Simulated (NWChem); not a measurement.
All runs are NWChem calculations. System: silicon monoxide (OSi), charge 0, spin multiplicity 1, at a geometry optimised with PBE/def2-SVP. Level: B3LYP/pcseg-1, VWN1-RPA local correlation.

The NWChem input:

```
start mol
memory heap 200 mb stack 800 mb global 1000 mb
geometry units angstroms nocenter noautoz
  Si     0.000000     0.000000     0.561877
  O      0.000000     0.000000    -0.983285
  symmetry group C2v
end
basis spherical
  * library pcseg-1
end
dft
  xc b3lyp
  semidirect memsize 60000000 filesize 0
  iterations 100
end
task dft energy
```

Output (cleaned and shortened):

```
             Northwest Computational Chemistry Package (NWChem) 7.3.0
             --------------------------------------------------------

                                NWChem Input Module
                                -------------------

 Scaling coordinates for geometry "geometry" by  1.889725989
 (inverse scale =  0.529177249)

 Turning off AUTOSYM since
 SYMMETRY directive was detected!

                             Geometry "geometry" -> ""
                             -------------------------

 Output coordinates in angstroms (scale by  1.889725989 to convert to a.u.)

  No.       Tag          Charge          X              Y              Z
 ---- ---------------- ---------- -------------- -------------- --------------
    1 Si                  14.0000     0.00000000     0.00000000     0.56187700
    2 O                    8.0000     0.00000000     0.00000000    -0.98328500

 Effective nuclear repulsion energy (a.u.)      38.3570472792

            Nuclear Dipole moment (a.u.)
            ----------------------------
        X                 Y               Z
 ---------------- ---------------- ----------------
     0.0000000000     0.0000000000    -0.0000037795

      Symmetry information
      --------------------

 Group name             C2v
 Group number             16
 Group order               4
 No. of unique centers     2

      Symmetry unique atoms

     1    2


 Summary of "ao basis" -> "" (spherical)
 ------------------------------------------------------------------------------
       Tag                 Description            Shells   Functions and Types
 ---------------- ------------------------------  ------  ---------------------
 *                          pcseg-1                   on all atoms

                                 NWChem DFT Module
                                 -----------------

 Summary of "ao basis" -> "ao basis" (spherical)
 ------------------------------------------------------------------------------
       Tag                 Description            Shells   Functions and Types
 ---------------- ------------------------------  ------  ---------------------
 Si                         pcseg-1                  8       18   4s3p1d
 O                          pcseg-1                  6       14   3s2p1d

 Summary of "ao basis" -> "ao basis" (spherical)
 ------------------------------------------------------------------------------
       Tag                 Description            Shells   Functions and Types
 ---------------- ------------------------------  ------  ---------------------
 Si                         pcseg-1                  8       18   4s3p1d
 O                          pcseg-1                  6       14   3s2p1d

      Symmetry analysis of basis
      --------------------------

        a1         16
        a2          2
        b1          7
        b2          7

            General Information
            -------------------
          SCF calculation type: DFT
          Wavefunction type:  closed shell.
          No. of atoms     :     2
          No. of electrons :    22
           Alpha electrons :    11
            Beta electrons :    11
          Charge           :     0
          Spin multiplicity:     1
          Use of symmetry is: on ; symmetry adaption is: on
          Maximum number of iterations: 100
          AO basis - number of functions:    32
                     number of shells:    14
          Convergence on energy requested:  1.00D-06
          Convergence on density requested:  1.00D-05
[...]
 d= 0,ls=0.0,diis     2   -362.2883733657  2.27D+00  7.07D-02  1.60D+01     0.4
 d= 0,ls=0.0,diis     3   -364.7129833651 -2.42D+00  3.33D-03  6.26D-03     0.5
 d= 0,ls=0.0,diis     4   -364.7137834105 -8.00D-04  6.44D-04  1.17D-03     0.5
 d= 0,ls=0.0,diis     5   -364.7139176447 -1.34D-04  2.32D-04  1.46D-04     0.5

 !! scf_movecs_sym_adapt:    2 vectors were symmetry contaminated

  Symmetry fudging
  Resetting Diis
 d= 0,ls=0.0,diis     6   -364.7139355803 -1.79D-05  4.62D-05  1.07D-05     0.5

 !! scf_movecs_sym_adapt:    2 vectors were symmetry contaminated

  Symmetry fudging
 d= 0,ls=0.0,diis     7   -364.7139367771 -1.20D-06  1.57D-05  2.82D-08     0.6

 !! scf_movecs_sym_adapt:    2 vectors were symmetry contaminated

  Symmetry fudging
 d= 0,ls=0.0,diis     8   -364.7139367719  5.26D-09  6.74D-06  8.86D-08     0.6

         Total DFT energy =     -364.713936771857
      One electron energy =     -581.188292311827
           Coulomb energy =      207.568001409317
    Exchange-Corr. energy =      -29.450693148510
 Nuclear repulsion energy =       38.357047279163

 Numeric. integr. density =       21.999999669480

     Total iterative time =      0.4s

                  Occupations of the irreducible representations
                  ----------------------------------------------

                     irrep           alpha         beta
                     --------     --------     --------
                     a1                7.0          7.0
                     a2                0.0          0.0
                     b1                2.0          2.0
                     b2                2.0          2.0

                       DFT Final Molecular Orbital Analysis
                       ------------------------------------

 Vector    9  Occ=2.000000D+00  E=-3.325772D-01  Symmetry=b1
              MO Center= -2.2D-17, -1.6D-32, -7.0D-01, r^2= 1.1D+00
   Bfn.  Coefficient  Atom+Function         Bfn.  Coefficient  Atom+Function
  ----- ------------  ---------------      ----- ------------  ---------------
    22      0.568213  2 O  px                25      0.395248  2 O  px
     8      0.307731  1 Si px                 5     -0.118178  1 Si px
    11      0.087625  1 Si px                17      0.071096  1 Si d  1
    31     -0.025828  2 O  d  1

 Vector   10  Occ=2.000000D+00  E=-3.325772D-01  Symmetry=b2
              MO Center= -3.6D-33,  6.9D-17, -7.0D-01, r^2= 1.1D+00
   Bfn.  Coefficient  Atom+Function         Bfn.  Coefficient  Atom+Function
  ----- ------------  ---------------      ----- ------------  ---------------
    23      0.568213  2 O  py                26      0.395248  2 O  py
     9      0.307731  1 Si py                 6     -0.118178  1 Si py
    12      0.087625  1 Si py                15     -0.071096  1 Si d -1
    29      0.025828  2 O  d -1

 Vector   11  Occ=2.000000D+00  E=-3.143763D-01  Symmetry=a1
              MO Center=  6.1D-16,  2.3D-16,  1.7D-01, r^2= 2.3D+00
   Bfn.  Coefficient  Atom+Function         Bfn.  Coefficient  Atom+Function
  ----- ------------  ---------------      ----- ------------  ---------------
    10      0.482316  1 Si pz                24     -0.461039  2 O  pz
     4      0.389639  1 Si s                  3      0.281939  1 Si s
    27     -0.252341  2 O  pz                 2     -0.191548  1 Si s
     7     -0.180992  1 Si pz                21      0.121505  2 O  s
    16     -0.076897  1 Si d  0               1      0.029932  1 Si s

 Vector   12  Occ=0.000000D+00  E=-7.886374D-02  Symmetry=b2
              MO Center= -1.9D-18, -3.4D-16,  4.6D-01, r^2= 3.0D+00
   Bfn.  Coefficient  Atom+Function         Bfn.  Coefficient  Atom+Function
  ----- ------------  ---------------      ----- ------------  ---------------
     9      0.623893  1 Si py                12      0.500597  1 Si py
    26     -0.339515  2 O  py                23     -0.323014  2 O  py
     6     -0.203913  1 Si py                15      0.078414  1 Si d -1

 Vector   13  Occ=0.000000D+00  E=-7.886374D-02  Symmetry=b1
              MO Center= -7.4D-16, -4.4D-19,  4.6D-01, r^2= 3.0D+00
   Bfn.  Coefficient  Atom+Function         Bfn.  Coefficient  Atom+Function
  ----- ------------  ---------------      ----- ------------  ---------------
     8      0.623893  1 Si px                11      0.500597  1 Si px
    25     -0.339515  2 O  px                22     -0.323014  2 O  px
     5     -0.203913  1 Si px                17     -0.078414  1 Si d  1

 Vector   14  Occ=0.000000D+00  E= 3.126066D-02  Symmetry=a1
              MO Center= -4.6D-17, -4.7D-17,  3.7D-01, r^2= 5.0D+00
   Bfn.  Coefficient  Atom+Function         Bfn.  Coefficient  Atom+Function
  ----- ------------  ---------------      ----- ------------  ---------------
    13      0.987672  1 Si pz                21      0.616125  2 O  s
     4     -0.473769  1 Si s                 10      0.234100  1 Si pz
    16      0.163060  1 Si d  0              24      0.149534  2 O  pz
    20      0.122443  2 O  s                  2      0.094303  1 Si s
    27      0.091019  2 O  pz                 7     -0.079810  1 Si pz

 center of mass
 --------------
 x =   0.00000000 y =   0.00000000 z =  -0.00034216

 moments of inertia (a.u.)
 ------------------
          86.766669499001           0.000000000000           0.000000000000
           0.000000000000          86.766669499001           0.000000000000
           0.000000000000           0.000000000000           0.000000000000

     Multipole analysis of the density
     ---------------------------------

     L   x y z        total         alpha         beta         nuclear
     -   - - -        -----         -----         ----         -------
     0   0 0 0     -0.000000    -11.000000    -11.000000     22.000000

     1   1 0 0     -0.000000     -0.000000     -0.000000      0.000000
     1   0 1 0     -0.000000     -0.000000     -0.000000      0.000000
     1   0 0 1      1.175696      0.587850      0.587850     -0.000004

     2   2 0 0    -12.166807     -6.083403     -6.083403      0.000000
     2   1 1 0     -0.000000     -0.000000     -0.000000      0.000000
     2   1 0 1      0.000000      0.000000      0.000000      0.000000
     2   0 2 0    -12.166807     -6.083403     -6.083403      0.000000
     2   0 1 1      0.000000      0.000000      0.000000      0.000000
     2   0 0 2    -15.313988    -29.359558    -29.359558     43.405129

 Task  times  cpu:        0.6s     wall:        0.6s

 Total times  cpu:        0.6s     wall:        0.6s
```
